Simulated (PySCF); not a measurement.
Relaxation of singlet AlO₂⁻

Method: PBE/[Al def2-TZVPD, O def2-TZVPD], no relativity, density fitting, PySCF. A (50,194) grid was used.

A hand-made bent start, of C2v symmetry, held to at least that symmetry:

Coordinates in bohr (charge -1 multiplicity 1):
```
Al    0.0000    0.0000   -0.9996
O     2.6316    0.0000    0.8431
O    -2.6316    0.0000    0.8431
```

**Question.** What forces act on the atoms at the start (eV/Å)?

**Answer.** 
```tsv
atom	Fx	Fy	Fz
Al1	0.00	0.00	3.54
O2	0.83	0.00	-1.77
O3	-0.83	0.00	-1.77
```

**Question.** What does it relax to?

**Answer.** It ends at D∞h with Al–O 1.653 Å (×2); O–Al–O 180.0°. No frequency check is given, so it may be a saddle point.

**Question.** How much energy is released, and in how many steps?

**Answer.** 175.4 kJ/mol in 7 steps.

The relaxation took of the order of 22 core-seconds on a shared host.
